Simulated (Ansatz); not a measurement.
**BSiH2+ (triplet): from Hartree-Fock to the top rungs, def2-TZVPP**

An exercise on one series of results from a longer session: the logs are not shown, and one member is left open.

Computed with Ansatz 0.2.0, Gaussian basis. Level: def2-TZVPP, core rule «outside noble gas», up to 6 orbitals frozen.

Plan: UHF; ROHF; CCSD(T) on UHF.

2 further runs of the same task are left out: 2 set aside as unsound or not needed.

### What is computed

The geometry is a PBE0/def2-TZVP stationary point (not a proven minimum) of the parent state, kept for this charge and spin.

4 atoms, charge 1, spin multiplicity 3.

Atoms are counted from 1 here; the program's logs count them from 0.

Bond lengths: Si1–B2 1.954 Å, Si1–H3 1.501 Å, Si1–H4 1.501 Å. Angles: B2–Si1–H3 102.8°, B2–Si1–H4 102.8°, H3–Si1–H4 107.0°.

The first run:

The input, in.yaml:

```yaml
crystal:
  periodic: [false, false, false]
  atoms:
    - {symbol: Si, position_ang: [-0.085001, 0.000000, 0.494288]}
    - {symbol: B, position_ang: [0.088473, -0.000001, -1.451856]}
    - {symbol: H, position_ang: [0.709774, -1.206838, 0.899706]}
    - {symbol: H, position_ang: [0.709775, 1.206839, 0.899704]}
basis:
  gaussian: {orbitals: def2-TZVPP}
total_charge: 1
magnetization: {spin_polarized: true, initial_magnetization: 2}
hamiltonian: {xc: hf}
output: {orbitals: {seedname: orbitals}}
```

The run is started by

```
> ansatz run in.yaml --threads 1 --pin off --events-out ev --progress --plain --max-ram 4096MiB --backend cpu
```

Among the steps run: UHF; ROHF; CCSD(T) on UHF.

One of the session's tables, all rows but one given; the rest of the session is left out.

| method | from UCCSD(T) (meV) |
| --- | --- |
| ROHF | +4981.5 |
| UHF | ? |
| UMP2 | +1152.7 |
| UCCSD | +185.1 |
| UCCSD(T) | 0 |

**Question.** Estimate the row for UHF.

The run gave: from UCCSD(T) (meV): +4856.2. In the column «from UCCSD(T) (meV)» it lies between UMP2 (+1152.7) and ROHF (+4981.5).
